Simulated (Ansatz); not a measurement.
The input, for Ansatz 0.2.0:

```yaml
crystal:
  periodic: [false, false, false]
  atoms:
    - {symbol: C, position_ang: [0.000000, 0.080818, 1.206103]}
    - {symbol: S, position_ang: [0.000000, -0.069018, -0.424614]}
    - {symbol: H, position_ang: [0.000000, 1.232583, -0.864020]}
basis:
  gaussian: {orbitals: 6-31G}
total_charge: 1
magnetization: {spin_polarized: true, initial_magnetization: 0}
correlation: {method: ccsdt_q, electrons: outside_noble_gas}
```

```sh
$ ansatz run in.yaml --threads 1 --pin off --events-out ev --progress --plain --max-ram 4096MiB --backend cpu
```

The program prints:

```
509 factors; integrals over basis functions are off by at most 2.1e-7 eV
mean field evaluation 1: about -11847.2879 eV, gradient 1.1e1 eV
mean field evaluation 2: about -11847.2930 eV, gradient 1.1e1 eV
mean field evaluation 4: about -11848.1800 eV, gradient 1.7e0 eV
mean field evaluation 8: about -11848.2242 eV, gradient 4.8e-4 eV
mean field evaluation 16: about -11848.4013 eV, gradient 8.2e-3 eV
mean field evaluation 32: about -11848.2242 eV, gradient 4.9e-4 eV
mean field evaluation 64: about -11846.5768 eV, gradient 4.0e-1 eV
mean field evaluation 96: about -11847.8701 eV, gradient 2.0e0 eV
mean field evaluation 128: about -11848.4016 eV, gradient 2.2e-2 eV
mean field evaluation 160: about -11845.3832 eV, gradient 3.2e-2 eV
...
cycle  20  -4.34786022 eV  change   -4.0e-5 eV  update   2.4e-5
cycle  21  -4.34792743 eV  change   -6.7e-5 eV  update   1.6e-5
cycle  22  -4.34795963 eV  change   -3.2e-5 eV  update   1.1e-5
cycle  23  -4.34797119 eV  change   -1.2e-5 eV  update   6.2e-6
cycle  24  -4.34797482 eV  change   -3.6e-6 eV  update   4.1e-6
cycle  25  -4.34797906 eV  change   -4.2e-6 eV  update   2.3e-6
cycle  26  -4.34798045 eV  change   -1.4e-6 eV  update   1.0e-6
cycle  27  -4.34798166 eV  change   -1.2e-6 eV  update   5.4e-7
cycle  28  -4.34798198 eV  change   -3.2e-7 eV  update   3.4e-7
cycle  29  -4.34798213 eV  change   -1.5e-7 eV  update   2.4e-7
perturbative correction -0.01479189 eV, -0.0005435920 hartree
Total energy: -11852.76441571 eV, -435.5810581852 hartree
```

For the same geometry and basis full CI lies 2.7 meV higher.

Ran on 1 thread of AMD EPYC 7R13, shared host: 3.7 s wall, 0.14 GiB peak host memory.
